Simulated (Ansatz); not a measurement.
Species: C2H6N, charge 0, doublet. C2H6N (SMILES [CH2]NC, doublet).
B3LYP-D3(BJ)/def2-TZVP minimum from Ansatz (a program for electronic structure):
```
N
H 1 1.0087
C 1 1.3821 2 114.76
H 3 1.0801 1 117.00 2 33.44
H 3 1.0812 4 119.04 1 -149.23
C 1 1.4488 2 114.11 3 -142.72
H 6 1.0899 1 109.72 2 -45.31
H 6 1.0918 7 108.03 1 118.94
H 6 1.0982 7 108.88 8 116.98
```
Charge 0, spin multiplicity 2.

Total energies in cc-pVDZ, 19 correlated electrons, 3 frozen orbitals. Radicals and triplets start from unrestricted determinants; spin-orbit coupling is neglected. Correlated methods leave the cores frozen. No relativity.

```json
[
 {"method": "HF", "program": "Ansatz", "energy (Eh)": "-133.62862", "minus CCSDT(Q) (mEh)": "495.26"},
 {"method": "MP2", "program": "Ansatz", "energy (Eh)": "-134.06651", "minus CCSDT(Q) (mEh)": "57.37"},
 {"method": "CCSD", "program": "Ansatz", "energy (Eh)": "-134.10937", "minus CCSDT(Q) (mEh)": "14.51"},
 {"method": "CCSD(T)", "program": "Ansatz", "energy (Eh)": "-134.12223", "minus CCSDT(Q) (mEh)": "1.65"},
 {"method": "CCSDT(Q)", "program": "Ansatz", "energy (Eh)": "-134.12388", "minus CCSDT(Q) (mEh)": "0.00"}
]
```
